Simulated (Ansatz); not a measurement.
We consider α-phase S, described by r²SCAN+SOC (plane waves, PAW; Ansatz, an electronic-structure program).

Numerical settings: plane-wave cutoff 500 eV, 6×6×6 k mesh, gaussian smearing 0.02 eV, PAW data made under PBE.

Cell (relaxed with r²SCAN):

```
S
1.0
    0.00000     6.62043    12.45175
    5.39918     0.00000    12.45175
    5.39918     6.62043     0.00000
S
32
Direct
  0.74098   0.85504   0.85710
  0.04688   0.85710   0.85504
  0.85710   0.04688   0.74098
  0.85504   0.74098   0.04688
  0.95312   0.14290   0.14496
  0.14290   0.95312   0.25902
  0.14496   0.25902   0.95312
  0.25902   0.14496   0.14290
  0.80423   0.68758   0.73703
  0.27115   0.73703   0.68758
  0.73703   0.27115   0.80423
  0.68758   0.80423   0.27115
  0.72885   0.26297   0.31242
  0.26297   0.72885   0.19577
  0.31242   0.19577   0.72885
  0.19577   0.31242   0.26297
  0.61217   0.73554   0.83405
  0.31823   0.83405   0.73554
  0.83405   0.31823   0.61217
  0.73554   0.61217   0.31823
  0.68177   0.16595   0.26446
  0.16595   0.68177   0.38783
  0.26446   0.38783   0.68177
  0.38783   0.26446   0.16595
  0.24762   0.00978   0.56678
  0.00978   0.24762   0.67582
  0.56678   0.67582   0.24762
  0.67582   0.56678   0.00978
  0.99022   0.75238   0.32418
  0.43322   0.32418   0.75238
  0.32418   0.43322   0.99022
  0.75238   0.99022   0.43322
```

### Question
Estimate the band gap that the calculation returns.

### Answer

- band gap: 2.49 eV (on the SCF k mesh)

Computed values are for the static lattice.
